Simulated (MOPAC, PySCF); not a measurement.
C3H8, SMILES `CCC`, neutral singlet in the gas phase. 

Cartesian coordinates (Å):
SMILES: CCC
```xyz
11

C     -1.2910    -0.1305     0.0188
C      0.0501     0.5320    -0.3025
C      1.2538    -0.2641     0.2056
H     -1.3602    -1.1414    -0.4357
H     -2.1470     0.4646    -0.3592
H     -1.4273    -0.2538     1.1140
H      0.1384     0.6753    -1.4019
H      0.0718     1.5549     0.1337
H      1.2827    -1.2802    -0.2417
H      1.2156    -0.3926     1.3080
H      2.2130     0.2357    -0.0390
```
Charge 0, spin multiplicity 1.

All levels are single points at this geometry (PBE-D3(BJ)/def2-SVP); Pople sets use spherical d functions. Orbital energies aren't observables, and empty levels follow the basis.

AM1 in MOPAC gives dipole (D) = 0.01.

Question: Estimate the dipole (D) from each of these levels: PBE-D3(BJ)/def2-TZVP in PySCF; B3LYP/3-21G in PySCF; B3LYP/6-311+G** in PySCF; M06-2X/6-31G* in PySCF; PBE/6-31G* in PySCF; SVWN5/6-31G* in PySCF; HF/3-21G in PySCF; HF/6-31G* in PySCF; HF/STO-3G in PySCF; PM3 in MOPAC; PM6 in MOPAC; PM7 in MOPAC.

Answer: 
| level | dipole (D) |
|---|---|
| PBE-D3(BJ)/def2-TZVP in PySCF | 0.09 |
| B3LYP/3-21G in PySCF | 0.03 |
| B3LYP/6-311+G** in PySCF | 0.09 |
| M06-2X/6-31G* in PySCF | 0.06 |
| PBE/6-31G* in PySCF | 0.06 |
| SVWN5/6-31G* in PySCF | 0.05 |
| HF/3-21G in PySCF | 0.04 |
| HF/6-31G* in PySCF | 0.06 |
| HF/STO-3G in PySCF | 0.02 |
| PM3 in MOPAC | 0.01 |
| PM6 in MOPAC | 0.08 |
| PM7 in MOPAC | 0.07 |
